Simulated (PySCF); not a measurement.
Identify the unknown among the candidates.

- Polarisability: 38.5 au [CAM-B3LYP/def2-SVPD]
- Dipole: 3.90 D [CAM-B3LYP/def2-SVPD]
- UV, first state: lowest singlet excitation: 5.27 eV (235 nm, f = 0.000) [TDDFT CAM-B3LYP/def2-SVPD]
- Rotational structure: rotational constant B (linear): 4.614 GHz [GFN2-xTB]
- Triplet: lowest triplet excitation (Tamm–Dancoff): 4.27 eV [TDA CAM-B3LYP/def2-SVPD]

Gas-phase values; electronic properties from PySCF, density fitting. Levels stand in brackets. Isolated species at its GFN2-xTB geometry, gas phase.

Task: Which candidate is it?
A. `[C-]#[N+]C#C`
B. `C#CC#N`
C. `CN(C)C=O`

Result: B. It is `C#CC#N`. Numbering: `[CH:1]#[C:2][C:3]#[N:4]`. Its formula, C3HN, gives 4 degrees of unsaturation: 0 rings and 4 π bonds in the structure found. The optimised geometry has point group C∞v and is a linear rotor.

The others, at the same levels:
- `[C-]#[N+]C#C` fails: its computed static isotropic polarisability is 40.7 au (against 38.5 au), smallest rotational constant is 5.051 GHz (against 4.614 GHz) and dipole moment is 2.89 D (against 3.90 D).
- `CN(C)C=O` fails: its computed lowest singlet excitation is 5.82 eV (213 nm, f = 0.001) (against 5.27 eV), lowest triplet excitation (Tamm–Dancoff) is 5.13 eV (against 4.27 eV) and static isotropic polarisability is 50.3 au (against 38.5 au).

Each candidate is one conformer, not necessarily the lowest. Dipoles, sizes and rotational constants follow the conformer. The torsions of the flexible species, by atom-mapped SMILES:
- `[CH3:1][N:2]([CH3:3])[CH:4]=[O:5]`: C1–N2–C4–O5 180°
